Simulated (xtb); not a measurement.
methane (CH4), SMILES C. All values are semi-empirical tight-binding results from xtb (GFN2-xTB unless named), good for trends rather than for accurate numbers. Geometry optimised at GFN2-xTB.

Optimised geometry:

Bonds (Å): C1–H2 1.082, C1–H3 1.082, C1–H4 1.082, C1–H5 1.082. Angles (°): H2–C1–H3 109.5, H2–C1–H4 109.5, H2–C1–H5 109.5, H3–C1–H4 109.5, H3–C1–H5 109.5, H4–C1–H5 109.5.

```yaml
point_group_as_xtb_finds_it: Td
orbital_gap: 17.35 eV
dipole_moment: 0.00 D
zero_point_energy: 28.1 kcal/mol
G − E(el) at 298.15 K (modified RRHO): 17.3 kcal/mol
static polarisability (D4 model): 16.8 bohr³
solvation energy, GFN2-xTB/ALPB(water): 0.2 kcal/mol
solvation energy, GFN2-xTB/ALPB(acetonitrile): -0.1 kcal/mol
```

Task: Give the IR lines (harmonic; lines under 4 % of the strongest left out, lines within 3 cm⁻¹ merged). (The exact figures need the calculation; the answer reports its results.)

Result: ν (cm⁻¹): 1386 (s), 3103 (vs) (against the strongest line: vs over 80 %, s over 45 %, m over 15 %, w over 4 %, vw less)

Task: Give the atomic charges. (Estimate from the structure and the level; the computed values follow.)

Result: charges (e) C1 -0.16, H2 0.04, H3 0.04, H4 0.04, H5 0.04.
